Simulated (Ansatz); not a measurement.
# AlH4OSi radical: one species, many methods

Aim: compute AlH4OSi radical with functionals from several rungs and with coupled cluster, and see how far each lands from CCSD(T) at the basis-set limit for the atomisation energy.

Program: Ansatz 0.2.0, Gaussian basis. Level of theory: functionals in def2-TZVPP, the program's frozen cores in correlated methods. These are calculated values, not measurements.

Plan: LDA (SPW92), PBE-D4, revPBE-D4, BLYP-D4, r2SCAN-D4, B97M-V, PBE0-D4, B3LYP-D4, r2SCANh-D4, r2SCAN0-D4, HSE06-D4, BHLYP-D4, CAM-B3LYP-D4, LC-ωPBE, ωB97X-V, ωB97M-V, B2PLYP, PBE-QIDH; CCSD(T)/def2-SVP; CCSD(T)/def2-TZVPP; MP2/def2-QZVPP; extrapolation to the limit; RPA on PBE.

## Step 1: Structure used throughout

All runs share one geometry, relaxed beforehand with PBE0-D4 in a triple-zeta def2 set.

SMILES `[AlH][O][SiH3]`, 7 atoms, charge 0, spin multiplicity 2.

Atoms are counted from 1 here; the program's logs count them from 0.

Bond lengths: Al1–O2 1.689 Å, Al1–H4 1.608 Å, O2–Si3 1.627 Å, Si3–H5 1.487 Å, Si3–H6 1.487 Å, Si3–H7 1.488 Å. Angles: O2–Al1–H4 116.0°, Al1–O2–Si3 169.6°, O2–Si3–H5 110.0°, O2–Si3–H6 110.2°, O2–Si3–H7 110.3°, H5–Si3–H6 108.8°, H5–Si3–H7 108.7°, H6–Si3–H7 108.8°.

## Step 2: LDA

This LDA is Slater exchange with PW92 correlation.

Input file in.yaml:

```yaml
crystal:
  periodic: [false, false, false]
  atoms:
    - {symbol: Al, position_ang: [-1.643687, -1.503655, -0.201117]}
    - {symbol: O, position_ang: [-0.403041, -0.368636, -0.047346]}
    - {symbol: Si, position_ang: [0.870949, 0.567401, 0.335828]}
    - {symbol: H, position_ang: [-2.580134, -1.352766, -1.500161]}
    - {symbol: H, position_ang: [1.204439, 1.463622, -0.802673]}
    - {symbol: H, position_ang: [0.554908, 1.401190, 1.526191]}
    - {symbol: H, position_ang: [2.057767, -0.275156, 0.643478]}
basis:
  gaussian: {orbitals: def2-TZVPP}
magnetization: {spin_polarized: true, initial_magnetization: 1}
hamiltonian: {xc: lda}
output: {orbitals: {seedname: orbitals}}
```

The runs that follow: PBE-D4 (GGA); revPBE-D4 (GGA); BLYP-D4 (GGA); r2SCAN-D4 (meta-GGA); B97M-V (meta-GGA); PBE0-D4 (hybrid); B3LYP-D4 (hybrid); r2SCANh-D4 (hybrid); r2SCAN0-D4 (hybrid); HSE06-D4 (hybrid); BHLYP-D4 (hybrid); CAM-B3LYP-D4 (range-separated); LC-ωPBE-D4 (range-separated); ωB97X-V (range-separated); ωB97M-V (range-separated); B2PLYP (double hybrid); PBE-QIDH (double hybrid); CCSD(T) in def2-SVP; CCSD(T) in def2-TZVPP; MP2 in def2-QZVPP; RPA on PBE orbitals.

**Question.** What will the summary of the whole plan be? Wanted: atomisation energy, CCSD(T)/CBS; farthest beyond LDA; mean size of error, GGA; mean size of error, meta-GGA; mean size of error, hybrid; mean size of error, range-separated; mean size of error, double hybrid; gap, smallest and largest; T1 diagnostic.

As calculated:

| quantity | value |
| --- | --- |
| atomisation energy, CCSD(T)/CBS | 515.4 kcal/mol |
| functionals within 2.6 kcal/mol (0.5 %) | r2SCAN-D4, B97M-V, r2SCANh-D4, CAM-B3LYP-D4, ωB97X-V |
| farthest beyond LDA | revPBE-D4 (-16.8 kcal/mol) |
| mean size of error, GGA | 10.1 kcal/mol |
| mean size of error, meta-GGA | 1.6 kcal/mol |
| mean size of error, hybrid | 8.0 kcal/mol |
| mean size of error, range-separated | 3.0 kcal/mol |
| mean size of error, double hybrid | 8.8 kcal/mol |
| gap, smallest and largest | 1.09 eV (B97M-V), 8.13 eV (LC-ωPBE) |
| T1 diagnostic | 0.0148 |
| triples share of the correlation energy | 3.2 % |

What this shows: The LDA atomisation energy is off by 53.1 kcal/mol (10 %): it overbinds. PBE-D4 is off by -7.7 kcal/mol. Double hybrids carry the basis error of their MP2 part in triple zeta, and no dispersion term here, so their miss is partly the set-up's. By mean error the best rung here is meta-GGA (1.6 kcal/mol) and the worst beyond LDA is GGA (10.1 kcal/mol). Misses under about 2.6 kcal/mol are within the doubt on the reference itself, which lacks core-valence correlation, relativity and higher excitations. Hartree-Fock recovers 76 % of the binding; the rest is correlation. CCSD(T) in def2-SVP is off by -39.6 kcal/mol, worse than the median functional, from the basis alone. Orbital gaps span 1.1 to 8.1 eV; exact exchange widens them.
